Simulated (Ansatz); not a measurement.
# Which is lower?

Two relaxed structures of CH6AlSi (charge +1), singlet (PBE0-D4/def2-TZVP; forces vanish, vibrations not checked).

A:

Al1  (-0.337, 1.368, -1.774)
C2  (-0.253, -1.023, 0.912)
Si3  (0.788, 0.327, 0.172)
H4  (-1.206, -0.646, 1.284)
H5  (-1.018, 2.054, -3.014)
H6  (2.059, -0.110, -0.456)
H7  (0.999, 1.521, 1.029)
H8  (-0.435, -1.833, 0.204)
H9  (0.302, -1.436, 1.761)
(Å)

B:

Al1  (-0.721, 0.619, -0.975)
C2  (0.732, 0.195, 0.145)
Si3  (0.339, -1.164, 1.441)
H4  (-1.965, 0.919, -1.864)
H5  (1.561, -1.393, 2.239)
H6  (1.567, -0.136, -0.487)
H7  (1.047, 1.111, 0.662)
H8  (-0.079, -2.373, 0.691)
H9  (-0.788, -0.666, 2.266)
(Å)

Computed with Ansatz 0.2.0 (basis: def2-TZVPP); correlated methods freeze the cores. B3LYP uses VWN-RPA correlation.

Which structure is lower at CCSD(T), and by how much? (To be estimated.)

By the calculation: A, by 15.1 kJ/mol (electronic energy, against the other). By their contacts, A is CH₆AlSi ([CH3][SiH2][AlH]), total charge +1 and B is CH₆AlSi ([AlH][CH2][SiH3]), total charge +1.

All methods give the same order:

| method | E(B) − E(A) (kJ/mol) |
| --- | --- |
| PBE-D4 | 26.7 |
| r2SCAN-D4 | 16.2 |
| PBE0-D4 | 24.0 |
| B3LYP-D4 | 18.7 |
| wB97M-V | 11.3 |
| HF | 16.7 |
| MP2 | 6.0 |
| CCSD | 16.1 |
| CCSD(T) | 15.1 |

No T1 diagnostic of these runs exceeds 0.012.

Labels in which every atom is bracketed show which atoms are joined, not bond orders.

For scale, one of the runs: CCSD(T)/def2-TZVPP, 199 basis functions, launched by `ansatz run in.yaml --threads 2 --pin off --events-out ev --progress --plain --max-ram 4352MiB`. The run took 38 s on 2 CPU threads of an Arm Neoverse V1 (shared host), with 2.1 GiB of host memory at its peak.
